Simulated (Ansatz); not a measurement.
Computed with Ansatz on PBE0-D4/def2-TZVP structures; ΔE is electronic, products minus reactants. CCSD(T)/CBS is the MP2 limit (def2-TZVPP, def2-QZVPP) plus CCSD(T) − MP2 in def2-TZVPP, frozen cores. This one scheme is used for every species. DFT in def2-TZVPP.

`C=C=C(C)Cl` + H–F → `C=C=C(F)Cl` + CH₄  (substitution at a C–C bond)

```tsv
species	CAM-B3LYP energy (Eh)
`C=C=C(C)Cl`	-615.56597
H–F	-100.46747
`C=C=C(F)Cl`	-675.51029
CH₄	-40.50483
```

Problem. Work out ΔE.

Solution. ΔE = (-675.51029) + (-40.50483) − (-615.56597) − (-100.46747) = 0.01832 Eh = +11.5 kcal/mol. CCSD(T)/CBS gives +17.4 kcal/mol.

Largest T1 diagnostic among the species: 0.013.

From BLYP to BHLYP (50 % exact exchange), in def2-TZVPP and without D4, ΔE moves by +3.8 kcal/mol. Leaving LDA and LC-ωPBE aside and taking each functional with its dispersion term where it has one, the values, not all of them listed here, spread over 5.0 kcal/mol, from B97M-V to PBE-QIDH. LDA lies +0.9 kcal/mol from PBE without D4.
